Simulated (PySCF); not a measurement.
# CFCl: from structure and modes to constants

Computed with PBE0/[C def2-TZVP, F def2-TZVP, Cl def2-TZVP], no relativity, density fitting, PySCF.

The singlet minimum has Cs symmetry. Masses (u): C 12.00000, F 18.99840, Cl 34.96885.

```xyz
3
charge 0 multiplicity 1, angstrom
C    -0.4565    0.0000   -0.7627
F    -1.4764    0.0000    0.0291
Cl    0.9588    0.0000    0.2459
```

Harmonic wavenumbers (cm⁻¹): 457.8 (a', ×1), 771.1 (a', ×1), 1208.8 (a', ×1).

Task: Find the principal moments of inertia and the rotational constants. What kind of rotor is it?

Result: About the centre of mass I = 7.1551, 78.015, 85.17 u Å². With B = 16.8576/I this gives 2.356, 0.2161, 0.1979 cm⁻¹. The molecule is an asymmetric top with κ = -0.98.

Task: What is the harmonic zero-point energy?

Result: Half the sum of all 3 wavenumbers, 2438/2 = 1219 cm⁻¹, which is 14.6 kJ/mol (1 cm⁻¹ = 0.0119627 kJ/mol).

Other isomers or separated fragments may lie lower.
